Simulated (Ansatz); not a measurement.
Input file:

```yaml
crystal:
  periodic: [false, false, false]
  atoms:
    - {symbol: Ta, position_ang: [0.000000, 0.000000, 0.000000]}
    - {symbol: Ge, position_ang: [0.000000, 0.000000, 2.509800]}
basis:
  gaussian: {orbitals: def2-SVP}
total_charge: 1
magnetization: {spin_polarized: true, initial_magnetization: 4}
correlation: {method: ccsdt_q, electrons: outside_noble_gas}
```

```sh
$ ansatz run in.yaml --threads 1 --pin off --events-out ev --progress --plain --max-ram 2393MiB
```

The program prints:

```
1075 factors; integrals over basis functions are off by at most 1.6e-7 eV
mean field evaluation 1: about -57989.9259 eV, gradient 1.1e1 eV
mean field evaluation 2: about -57989.9822 eV, gradient 1.1e1 eV
mean field evaluation 4: about -57991.0972 eV, gradient 2.2e0 eV
mean field evaluation 8: about -57991.3824 eV, gradient 7.3e-1 eV
mean field evaluation 16: about -57991.5135 eV, gradient 1.3e-4 eV
mean field evaluation 32: about -57991.5156 eV, gradient 4.2e-1 eV
mean field evaluation 64: about -57991.5280 eV, gradient 4.7e-1 eV
mean field evaluation 96: about -57989.7310 eV, gradient 2.5e-1 eV
mean field evaluation 128: about -57990.5697 eV, gradient 1.3e0 eV
mean field evaluation 160: about -57987.0922 eV, gradient 2.2e0 eV
...
cycle  18  -4.20313426 eV  change    2.6e-5 eV  update   2.9e-5
cycle  19  -4.20313007 eV  change    4.2e-6 eV  update   1.9e-5
cycle  20  -4.20313969 eV  change   -9.6e-6 eV  update   1.3e-5
cycle  21  -4.20314198 eV  change   -2.3e-6 eV  update   8.0e-6
cycle  22  -4.20314462 eV  change   -2.6e-6 eV  update   5.4e-6
cycle  23  -4.20314691 eV  change   -2.3e-6 eV  update   3.8e-6
cycle  24  -4.20314829 eV  change   -1.4e-6 eV  update   2.8e-6
cycle  25  -4.20314931 eV  change   -1.0e-6 eV  update   1.9e-6
cycle  26  -4.20315030 eV  change   -9.8e-7 eV  update   1.3e-6
cycle  27  -4.20315023 eV  change    6.3e-8 eV  update   8.5e-7
perturbative correction -0.02912265 eV, -0.0010702378 hartree
Total energy: -57995.74580110 eV, -2131.3043472619 hartree
```

Ran on 1 thread of Arm Neoverse V2, shared host: 2.5 min wall, 0.38 GiB peak host memory.
